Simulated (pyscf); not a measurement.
`[NH2][B]([Cl])[Cl]` + `[H][H]` → `[NH2][BH][Cl]` + `[ClH]` (four-centre exchange; singlet surface; B–Cl, H–H broken, B–H, Cl–H formed). PySCF, gas phase, ωB97X-D3(BJ)/def2-SVP geometries. Rate constants from transition-state theory, ωB97M-D3(BJ)/def2-TZVP energies (ideal gas, 1 atm, RRHO with modes under 100 cm⁻¹ raised to 100, one conformer, R ln 2 for chiral ones without a mode under 150 cm⁻¹; no tunnelling), k in cm³ molecule⁻¹ s⁻¹.

```tsv
T (K)	1000/T	log10 k
298	3.354	-47.59
600	1.667	-29.30
900	1.111	-23.21
1200	0.833	?
```

Problem. Fit an Arrhenius line to the three values, give the activation energy, and predict k at 1200 K.

Solution. Least squares gives log10 k = -11.16 − 10.86 × 1000/T, so Ea = 10.86 × ln 10 × 1.987 = 49.7 kcal/mol, against an electronic barrier of 47.1. At 1200 K the line gives -20.21; the computed value is -20.10 (ΔG‡ = 80.8 kcal/mol), a factor 1.3 over the line, since the plot is curved. One saddle was located; it need not be the lowest between these sides.
